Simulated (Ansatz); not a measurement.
**AlH₃ (singlet): wave-function methods side by side at distance Al1–H3 = 2.185 Å, aug-cc-pVDZ**

How much of the correlation energy of AlH₃ (singlet) does each wave-function method recover here?

Program: Ansatz 0.2.0, Gaussian basis. Level of theory: aug-cc-pVDZ, core rule «outside noble gas», up to 5 orbitals frozen. These are calculated values, not measurements.

Plan: UHF; CCSD(T) on RHF; BCCD(T) on RHF; CISD; CCSDT(Q) on RHF; CCSDTQ on RHF; CASSCF and MRCISD+Q, 2 electrons in 2 orbitals; CASSCF and NEVPT2, 2 electrons in 2 orbitals; CASSCF and MRCISD+Q, 6 electrons in 7 orbitals; CASSCF and MRCISD+Q(relaxed), 6 electrons in 7 orbitals; CASSCF and NEVPT2, 6 electrons in 7 orbitals; Full CI.

9 further runs of the same task are left out: 9 for a known fault of the program.

**1. What is computed**

The geometry derives from a PBE0/def2-TZVP stationary point (not a proven minimum). One bond is set to the value named and the two fragments are kept rigid.

4 atoms, charge 0, spin multiplicity 1.

Atoms are counted from 1 here; the program's logs count them from 0.

Bond lengths: Al1–H2 1.586 Å, Al1–H4 1.586 Å. Angles: H2–Al1–H4 120.0°.

**2. UHF**

The input, in.yaml:

```yaml
crystal:
  periodic: [false, false, false]
  atoms:
    - {symbol: Al, position_ang: [0.010228, -0.017334, 0.000035]}
    - {symbol: H, position_ang: [1.596004, -0.002283, -0.000048]}
    - {symbol: H, position_ang: [-1.100182, 1.864473, -0.003809]}
    - {symbol: H, position_ang: [-0.769625, -1.398179, 0.002908]}
basis:
  gaussian: {orbitals: aug-cc-pVDZ}
magnetization: {spin_polarized: true, initial_magnetization: 0}
hamiltonian: {xc: hf}
output: {orbitals: {seedname: orbitals}}
```

Launch:

```
$ ansatz run in.yaml --threads 1 --pin off --events-out ev --progress --plain --max-ram 4096MiB --backend cpu
```

The runs that follow: CCSD(T) on RHF; BCCD(T) on RHF; CISD; CCSDT(Q) on RHF; CCSDTQ on RHF; CASSCF and MRCISD+Q, 2 electrons in 2 orbitals; CASSCF and NEVPT2, 2 electrons in 2 orbitals; CASSCF and MRCISD+Q, 6 electrons in 7 orbitals; CASSCF and MRCISD+Q(relaxed), 6 electrons in 7 orbitals; CASSCF and NEVPT2, 6 electrons in 7 orbitals; Full CI.

**Question.** What will the summary of the whole plan be? Wanted: FCI below the RHF energy; RMP2 from FCI; RCCSD from FCI; RCCSD(T) from FCI; RCCSDT(Q) from FCI; NEVPT2 pair from FCI; MRCISD+Q pair from FCI; NEVPT2 valence from FCI; T1 diagnostic.

The runs gave:

```
                         quantity                                                                                                      value
         FCI below the RHF energy                                                                                                 -3.0973 eV
                    RMP2 from FCI                                                                                                 +840.3 meV
                   RCCSD from FCI                                                                                                  +66.1 meV
                RCCSD(T) from FCI                                                                                                  +18.9 meV
               RCCSDT(Q) from FCI                                                                                                   +0.6 meV
             NEVPT2 pair from FCI                                                                                                 +693.0 meV
           MRCISD+Q pair from FCI                                                                                                  -20.6 meV
          NEVPT2 valence from FCI                                                                                                 +548.0 meV
levels within 1 kcal/mol (43 meV)  RCCSD(T), BCCD(T), RCCSDT, RCCSDT(Q), RCCSDTQ, MRCISD+Q pair, MRCISD+Q valence, MRCISD+Q(relaxed) valence
                    T1 diagnostic                                                                                                      0.013
   effectively unpaired electrons                                                                                                       0.07
```

RCCSD(T) misses by +18.9 meV, 0.6 % of the correlation energy. MRCISD+Q pair, MRCISD+Q(relaxed) valence fall below full CI: the +Q correction isn't variational, and the cores differ from full CI's. One determinant dominates. Of the multireference levels listed MRCISD+Q valence comes nearest in total energy (-1.6 meV), which doesn't show that its space is the better one. These misses are within one basis, not against nature.
